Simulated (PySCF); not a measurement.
**Bond length, frequency and bond energy of NO⁺ by level of theory**

State: ¹Σ⁺ (singlet), closed shell. Set-up: N 6-31G(d,p), O 6-31G(d,p); no relativity (PySCF 2.14). De refers to N + O⁺ in their high-spin ground configurations, without counterpoise correction. A positive dipole points towards O; it is taken about the centre of mass and depends on that origin.

```
      Level  Re (Å)  ωe (cm⁻¹)  De (eV)  μ (D)
        RHF   1.040       2860     4.98  -0.64
    RHF-MP2   1.104       2115    10.34    n/a
RHF-SCS-MP2   1.097       2194    10.19    n/a
   RHF-CCSD   1.081       2439     9.33    n/a
RHF-CCSD(T)   1.088       2341     9.66    n/a
        PBE   1.085       2368    11.79  -0.39
       BLYP   1.088       2331    11.62  -0.40
       BP86   1.086       2356    11.81  -0.40
     r²SCAN   1.075       2460    10.42  -0.43
       PBE0   1.068       2540    10.63  -0.45
  BHandHLYP   1.056       2663     9.53  -0.51
  CAM-B3LYP   1.068       2539    10.82  -0.45
```

(1) What are the measured Re and ωe, and which levels come closest?

```tsv
Level	error in Re (pm)	error in ωe (%)
RHF	-2.3	20.4
RHF-MP2	4.0	-11.0
RHF-SCS-MP2	3.4	-7.7
RHF-CCSD	1.8	2.7
RHF-CCSD(T)	2.5	-1.5
PBE	2.2	-0.4
BLYP	2.5	-1.9
BP86	2.3	-0.9
r²SCAN	1.2	3.5
PBE0	0.5	6.9
BHandHLYP	-0.7	12.1
CAM-B3LYP	0.5	6.8
```

Correlated steps freeze 2 core orbitals. Correlated levels converge slowly with the basis: in double zeta they bind strong bonds too weakly, by up to about 1 eV, and carry superposition errors of some tenths. For an ion De counts to the pair picked by the measured ionisation energies or electron affinities, which need not be the lowest pair at this level. Where the molecule has an RHF reference, its open-shell atoms are computed with UHF.

Results:

(1) Re = 1.06322 Å and ωe = 2376.42 cm⁻¹ (Huber and Herzberg, Constants of Diatomic Molecules (1979)). Closest are PBE0 for the length (off by 0.005 Å) and PBE for the frequency (off by -0.4 %).
